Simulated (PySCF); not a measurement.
CH3F. Atoms are numbered in the order given.

```xyz
5

C      0.0000     0.0000     0.6360
F      0.0000     0.0000    -0.7533
H      0.8942    -0.5163     0.9879
H      0.0000     1.0325     0.9879
H     -0.8942    -0.5163     0.9879
```
Charge 0, spin multiplicity 1.

Coordinates come from a B3LYP-D3(BJ)/def2-TZVP optimisation.

The numbers are results of B3LYP/def2-TZVPD (PySCF), not measurements.

Gas-phase values at a fixed geometry.

Computed frontier levels, gap, dipole moment and polarisability:
The highest occupied level is -9.67 eV and the lowest empty level is 0.19 eV. The orbital gap comes out as 9.85 eV and the dipole moment comes out as 1.86 D. The quadrupole, principal values (traceless, Buckingham form, about the centre of nuclear charge) comes out as -0.84, 0.42, 0.42 D·Å and the mean static polarisability is 17.3 bohr³ (2.56 Å³). The polarisability, principal values comes out as 16.8, 16.8, 18.3 bohr³.
